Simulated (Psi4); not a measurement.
# C2HF2 (SMILES [CH]=C(F)F) at UDSD-PBEP86/aug-cc-pVDZ (density fitting for correlation)

Aim: the vertical ionisation energy of C2HF2 at UDSD-PBEP86/aug-cc-pVDZ (density fitting for correlation), from 2 runs. 

The results are computed with Psi4 1.11.

5 further runs of the same task are left out: 4 that didn't finish, 1 set aside as unsound or not needed.

**1. The system as given**

C2HF2: 5 atoms, total charge 0, spin state doublet. SMILES: `[CH]=C(F)F`. The coordinates come from a PBE0-D4/def2-TZVP relaxation.

Bond lengths: C1–C2 1.301 Å, C2–F3 1.313 Å, C2–F4 1.320 Å, C1–H5 1.072 Å. Angles: C1–C2–F3 125.0°, C1–C2–F4 125.4°, F3–C2–F4 109.6°, C2–C1–H5 140.6°.

**2. The energy at UDSD-PBEP86/aug-cc-pVDZ (density fitting for correlation)**

The input, c2hf2.in:

```
memory 1.6 GB

molecule geom {
  0 2
  C     -0.05329028     1.72475303    -0.02815692
  C      0.30915919    -0.69182873     0.23545988
  F      1.97249613    -1.72286331     1.76216961
  F     -0.93087909    -2.48158835    -0.98322450
  H     -1.20299965     3.03206557    -1.06467170
  units au
  symmetry c1
}

set basis aug-cc-pVDZ
set reference uks
set puream true
set e_convergence 1e-09
set d_convergence 1e-08
set scf_type pk
set dft_radial_points 99
set dft_spherical_points 590
set num_frozen_docc 4
set maxiter 100

energy("dsd-pbep86")
print_variables()
```

Launch:

```bash
psi4 -i c2hf2.in -o c2hf2.out -n 1
```

c2hf2.out:

```text
[...]
  Running in c1 symmetry.
[...]
  Nuclear repulsion =  109.976039955884801
[...]
  Multiplicity = 2
[...]
  Nalpha       = 16
  Nbeta        = 15
[...]
    Number of basis functions: 101
[...]
   @UKS iter   1:  -275.53304240899797   -5.71145e-01   3.78124e-03 ADIIS/DIIS
[...]
   @UKS iter  16:  -275.60885685084844   -2.16005e-12   6.74102e-09 DIIS
[...]
   @S^2 Observed:                8.033484961E-01
[...]
    Orbital Energies [Eh]
    ---------------------
    Alpha Occupied:
       1A    -25.804248     2A    -25.803863     3A    -11.063601
       4A    -10.922197     5A     -1.582043     6A     -1.517756
       7A     -1.002370     8A     -0.817386     9A     -0.745857
      10A     -0.693218    11A     -0.688303    12A     -0.613205
      13A     -0.605164    14A     -0.594585    15A     -0.416220
      16A     -0.383322
    Alpha Virtual:
      17A      0.024174    18A      0.061516    19A      0.079626
      20A      0.081825    21A      0.098118    22A      0.104477
      23A      0.112164    24A      0.136221    25A      0.150349
[...]
  @UKS Final Energy:  -275.60885685084844
   => Energetics <=
    Nuclear Repulsion Energy =            109.9760399558848007
    One-Electron Energy =                -598.7042330673161814
    Two-Electron Energy =                 222.2377170487766023
    DFT Exchange-Correlation Energy =      -9.1183807881936705
    Empirical Dispersion Energy =           0.0000000000000000
    VV10 Nonlocal Energy =                  0.0000000000000000
    Total Energy =                       -275.6088568508484968
[...]
 Multipole Moments:
 ------------------------------------------------------------------------------------
     Multipole            Electronic (a.u.)      Nuclear  (a.u.)        Total (a.u.)
 ------------------------------------------------------------------------------------
 L = 1.  Multiply by 2.5417464519 to convert [e a0] to [Debye]
 Dipole X            :          0.7079395           -0.9441848           -0.2362453
 Dipole Y            :         -2.5832259            3.0893831            0.5061571
 Dipole Z            :          0.5822430           -0.7877571           -0.2055141
 Magnitude           :                                                    0.5951831
[...]
```

Run time: 53 s. Hardware: 1 thread of Intel Xeon Platinum 8259CL at 2.50GHz (Skylake/Cascade Lake), shared host; peak memory 0.69 GiB.

**3. The singlet cation**

The input, c2hf2.py:

```python
import psi4

psi4.set_memory('1600 MB')
psi4.set_num_threads(1)
psi4.set_output_file('c2hf2.out', False)

mol = psi4.geometry("""
1 1
C
C 1 1.300606
F 2 1.313443 1 124.97595
F 2 1.320414 1 125.42075 3 179.99785
H 1 1.072189 2 140.61985 3 -179.99931
units angstrom
symmetry c1
no_reorient
no_com
""")

psi4.set_options({
    'basis': 'aug-cc-pVDZ',
    'reference': 'rks',
    'puream': True,
    'e_convergence': 1e-09,
    'd_convergence': 1e-08,
    'scf_type': 'pk',
    'dft_radial_points': 99,
    'dft_spherical_points': 590,
    'num_frozen_docc': 4,
})

result, w = psi4.energy("dsd-pbep86", return_wfn=True)
print('E =', round(result, 9))
```

Launch:

```bash
python c2hf2.py
```

c2hf2.out:

```text
[...]
  Running in c1 symmetry.
[...]
  Nuclear repulsion =  109.976061309616227
[...]
  Multiplicity = 1
[...]
  Nalpha       = 15
  Nbeta        = 15
[...]
    Number of basis functions: 101
[...]
   @RKS iter   1:  -275.14793229306042   -1.86033e-01   3.12390e-03 DIIS/ADIIS
[...]
   @RKS iter  12:  -275.19710198230786   -1.80194e-11   6.68111e-09 DIIS
[...]
    Orbital Energies [Eh]
    ---------------------
    Doubly Occupied:
       1A    -26.090684     2A    -26.076127     3A    -11.399306
       4A    -11.326933     5A     -1.853135     6A     -1.785313
       7A     -1.319407     8A     -1.087298     9A     -1.015087
      10A     -0.990339    11A     -0.963336    12A     -0.881502
      13A     -0.875763    14A     -0.856565    15A     -0.701619
[...]
  @RKS Final Energy:  -275.19710198230786
   => Energetics <=
    Nuclear Repulsion Energy =            109.9760613096162274
    One-Electron Energy =                -589.4690331408434076
    Two-Electron Energy =                 213.2970169119357706
    DFT Exchange-Correlation Energy =      -9.0011470630164538
    Empirical Dispersion Energy =           0.0000000000000000
    VV10 Nonlocal Energy =                  0.0000000000000000
    Total Energy =                       -275.1971019823078564
[...]
 Multipole Moments:
 ------------------------------------------------------------------------------------
     Multipole            Electronic (a.u.)      Nuclear  (a.u.)        Total (a.u.)
 ------------------------------------------------------------------------------------
 L = 1.  Multiply by 2.5417464519 to convert [e a0] to [Debye]
 Dipole X            :         -0.0000144           -0.0000187           -0.0000331
 Dipole Y            :         -0.5290726            0.6481851            0.1191125
 Dipole Z            :          0.9160531           -3.2613163           -2.3452633
 Magnitude           :                                                    2.3482861
[...]
```

On the terminal:

```text
E = -275.526211162
```

Wall time 36 s (1 thread of Intel Xeon Platinum 8259CL at 2.50GHz (Skylake/Cascade Lake), shared host); peak memory 0.69 GiB.

**4. Summary of results**

Level: UDSD-PBEP86/aug-cc-pVDZ (density fitting for correlation), 4 core orbitals frozen.

```
                                                               quantity          value
                                            doublet C2HF2: total energy  -275.94111 Eh
doublet C2HF2: HOMO energy (SCF part's orbitals) (highest over α and β)       -9.82 eV
 doublet C2HF2: LUMO energy (SCF part's orbitals) (lowest over α and β)       -0.35 eV
                                                    doublet C2HF2: ⟨S²⟩          0.803
                                           singlet cation: total energy  -275.52621 Eh
                      singlet cation: HOMO energy (SCF part's orbitals)      -19.09 eV
                      singlet cation: LUMO energy (SCF part's orbitals)      -11.01 eV
                    singlet cation: HOMO–LUMO gap (SCF part's orbitals)        8.09 eV
                     vertical ionisation energy (to the singlet cation)      11.290 eV
```

**Reading.** Removing an electron at fixed nuclei costs 11.29 eV (260 kcal/mol). Only the singlet of the ionised species was computed; a triplet could lie lower.
